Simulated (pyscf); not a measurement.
Optimised with ωB97X-D3(BJ)/def2-SVP in PySCF.

Task: For the elementary gas-phase step Cl–C(Cl)(Cl)–Cl (SMILES ClC(Cl)(Cl)Cl) + CH₃• (SMILES [CH3]) → Cl• (SMILES [Cl]) + H₃C–C(Cl)(Cl)–Cl (SMILES CC(Cl)(Cl)Cl) (doublet surface; C–Cl broken, C–C formed), what barrier and reaction energy does M06-2X/def2-TZVP give, measured from the separated reactants?

Result: ΔE‡ = 2.25 eV, ΔE = -0.97 eV. ωB97M-D3(BJ)/def2-TZVP gives 2.33 eV and -0.97 eV. Zero-point energy shifts the barrier by +0.13 eV. It is a substitution at C, with an imaginary mode of 1107i cm⁻¹. One saddle was located; it need not be the lowest between these sides. The angle at the attacked C is 180°. An unrestricted DFT solution here is markedly spin-contaminated. Left out: the spin-orbit lowering of Cl.
